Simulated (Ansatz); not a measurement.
C2H2FNO (`O=C=NCF`), 7 atoms. Charge 0, multiplicity 1. All runs use 2 threads of an Arm Neoverse V1 on a shared host. Correlated methods freeze the cores.

**Question.** Give the basis size and wall time and peak host memory of each of these runs in Ansatz. RKS BLYP-D4/def2-TZVPP energy; RKS PBE0-D4/def2-TZVP frequencies; RKS PBE0-D4/def2-QZVPP energy; RKS ωB97M-V/def2-TZVPP energy and forces; RKS ωB97M-V/def2-SVP energy; RKS PBE0-D4/def2-SVP energy; RHF-CCSD(T)/def2-SVP energy; RHF-MP2/def2-QZVPP energy; RKS PBE0-D4/def2-TZVP relaxation (10 steps); RKS r2SCANh-D4/def2-TZVPP energy; RKS revPBE-D4/def2-TZVPP energy; RKS ωB97M-V/def2-QZVPP energy. (An estimate is asked.)

**Answer.** Ansatz gave: Other jobs shared the machine, so times are rough.

```csv
level,job,functions,wall time,peak host memory (GiB)
RKS PBE0-D4/def2-SVP,energy,80,0.9 s,0.14
RKS revPBE-D4/def2-TZVPP,energy,183,1.6 s,0.17
RKS BLYP-D4/def2-TZVPP,energy,183,1.7 s,0.17
RHF-CCSD(T)/def2-SVP,energy,80,3.5 s,0.26
RKS ωB97M-V/def2-SVP,energy,80,4.1 s,0.2
RKS r2SCANh-D4/def2-TZVPP,energy,183,4.1 s,0.36
RKS PBE0-D4/def2-QZVPP,energy,345,6.5 s,0.9
RKS ωB97M-V/def2-TZVPP,energy and forces,183,9 s,0.44
RHF-MP2/def2-QZVPP,energy,345,15 s,1.3
RKS ωB97M-V/def2-QZVPP,energy,345,16 s,1.1
RKS PBE0-D4/def2-TZVP,relaxation (10 steps),167,33 s,0.31
RKS PBE0-D4/def2-TZVP,frequencies,167,89 s,0.32
```
